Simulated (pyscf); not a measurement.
Optimised with ωB97X-D3(BJ)/def2-SVP in PySCF.

F–SiH₂–F + HO–SiH₃ -> F–SiH₂–O–SiH₃ + HF
Surface: singlet. Broken: F–Si, H–O. Formed: O–Si, F–H. Give ΔE‡ and ΔE from ωB97M-D3(BJ)/def2-TZVP, relative to the separated reactants.

ΔE‡ = 18.8 kcal/mol, ΔE = +6.0 kcal/mol. Zero-point energy shifts the barrier by -0.2 kcal/mol. It is a four-centre exchange, with an imaginary mode of 750i cm⁻¹. On the reactant side the descent ends in an adduct with a O–Si contact, 7.1 kcal/mol over the separated species and 10.3 kcal/mol under the saddle at ωB97X-D3(BJ)/def2-TZVP. On the product side the descent ends in a complex, 5.1 kcal/mol under the separated species and 18.2 kcal/mol under the saddle at ωB97X-D3(BJ)/def2-TZVP. What is counted as formed (O–Si) is already present as a longer contact in the reactant adduct; forming that adduct is a step of its own. This is the saddle that the search found; another between the same sides may lie lower.
